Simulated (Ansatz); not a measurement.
Born–Oppenheimer molecular dynamics of CO + H2 (4 atoms, charge 0, multiplicity 1). It starts from a relaxed structure.

These are results of RKS B3LYP-D4/def2-SVP (Ansatz), not measurements.

```yaml
ensemble: NVT, Nosé–Hoover chain
time_step: 0.25 fs
steps_asked: 400
set_temperature: 500 K
thermostat: time constant 300 fs, chain length 1
temperature_schedule: 100 steps to 500 K, then 300 steps to 10 K
seed: 880174
```

Frames 1.25 fs apart, positions in Å, forces in eV/Å.

Velocities at 72.5 fs (Å/ps):

```
C 3.21 -3.80 -3.79
O -1.77 1.99 1.18
H 12.61 14.19 18.98
H -22.80 -0.55 7.44
```

```xyz
4
Properties=species:S:1:pos:R:3:forces:R:3 time_fs=72.5 energy_less_start_eV=0.031 T=383
C 0.251 -0.132 -1.444 0.07 0.22 -1.17
O 0.321 0.076 -2.563 -0.07 -0.22 1.17
H -0.838 0.427 2.580 0.52 0.07 0.68
H -0.371 0.489 3.210 -0.51 -0.07 -0.68
4
Properties=species:S:1:pos:R:3:forces:R:3 time_fs=73.8 energy_less_start_eV=0.021 T=424
C 0.256 -0.136 -1.449 0.02 0.09 -0.43
O 0.319 0.078 -2.561 -0.02 -0.08 0.44
H -0.821 0.445 2.606 -0.38 -0.04 -0.57
H -0.401 0.488 3.217 0.39 0.04 0.57
4
Properties=species:S:1:pos:R:3:forces:R:3 time_fs=75.0 energy_less_start_eV=0.049 T=316
C 0.260 -0.141 -1.455 -0.03 -0.09 0.44
O 0.317 0.081 -2.559 0.02 0.09 -0.44
H -0.808 0.462 2.624 -0.90 -0.06 -1.45
H -0.426 0.487 3.232 0.90 0.06 1.45
4
Properties=species:S:1:pos:R:3:forces:R:3 time_fs=76.2 energy_less_start_eV=0.026 T=404
C 0.264 -0.145 -1.460 -0.06 -0.25 1.22
O 0.314 0.083 -2.557 0.06 0.25 -1.22
H -0.808 0.478 2.623 -0.34 -0.01 -0.61
H -0.439 0.488 3.267 0.34 0.01 0.61
4
Properties=species:S:1:pos:R:3:forces:R:3 time_fs=77.5 energy_less_start_eV=0.035 T=367
C 0.268 -0.150 -1.464 -0.07 -0.35 1.65
O 0.312 0.086 -2.556 0.07 0.35 -1.65
H -0.813 0.495 2.613 0.40 -0.01 0.75
H -0.447 0.489 3.309 -0.40 0.01 -0.75
4
Properties=species:S:1:pos:R:3:forces:R:3 time_fs=78.8 energy_less_start_eV=0.062 T=266
C 0.271 -0.156 -1.466 -0.06 -0.35 1.58
O 0.310 0.089 -2.557 0.06 0.35 -1.58
H -0.812 0.511 2.613 0.65 -0.04 1.33
H -0.460 0.489 3.342 -0.65 0.04 -1.34
4
Properties=species:S:1:pos:R:3:forces:R:3 time_fs=80.0 energy_less_start_eV=0.034 T=372
C 0.275 -0.162 -1.466 -0.03 -0.24 1.04
O 0.308 0.092 -2.559 0.03 0.24 -1.03
H -0.802 0.526 2.632 0.41 -0.05 0.92
H -0.483 0.491 3.356 -0.41 0.05 -0.92
4
Properties=species:S:1:pos:R:3:forces:R:3 time_fs=81.2 energy_less_start_eV=0.016 T=439
C 0.279 -0.168 -1.465 -0.01 -0.05 0.21
O 0.306 0.095 -2.562 0.01 0.05 -0.21
H -0.786 0.541 2.663 -0.16 0.03 -0.43
H -0.511 0.493 3.357 0.17 -0.03 0.43
4
Properties=species:S:1:pos:R:3:forces:R:3 time_fs=82.5 energy_less_start_eV=0.049 T=316
C 0.283 -0.174 -1.463 0.01 0.16 -0.64
O 0.304 0.099 -2.565 -0.01 -0.16 0.64
H -0.773 0.557 2.689 -0.55 0.14 -1.58
H -0.537 0.494 3.365 0.55 -0.14 1.58
4
Properties=species:S:1:pos:R:3:forces:R:3 time_fs=83.8 energy_less_start_eV=0.032 T=380
C 0.286 -0.180 -1.462 0.01 0.33 -1.30
O 0.302 0.102 -2.568 -0.02 -0.33 1.30
H -0.767 0.574 2.693 -0.26 0.10 -0.88
H -0.555 0.494 3.394 0.26 -0.10 0.88
4
Properties=species:S:1:pos:R:3:forces:R:3 time_fs=85.0 energy_less_start_eV=0.032 T=378
C 0.290 -0.185 -1.463 0.01 0.43 -1.62
O 0.300 0.105 -2.569 -0.01 -0.43 1.62
H -0.765 0.593 2.684 0.17 -0.09 0.65
H -0.570 0.493 3.434 -0.17 0.09 -0.65
4
Properties=species:S:1:pos:R:3:forces:R:3 time_fs=86.2 energy_less_start_eV=0.062 T=266
C 0.294 -0.190 -1.466 0.00 0.42 -1.54
O 0.298 0.108 -2.569 0.00 -0.42 1.55
H -0.760 0.610 2.685 0.32 -0.22 1.41
H -0.587 0.492 3.466 -0.32 0.22 -1.42
```

Of the whole run (100 fs, mean temperature of the second half 356 K): The conserved energy stayed within 0.1 meV per atom of its start (net change 0.012 meV per atom), so the integration is sound. The schedule's set-point averaged 173 K over the second half and the system 356 K, so it lags behind the ramp. A run of 0.1 ps of so small a system gives no equilibrium averages.

Run time: 2.3 min on 1 thread of Intel(R) Xeon(R) Platinum 8488C (Sapphire Rapids) (shared host), peak memory 0.1 GiB.
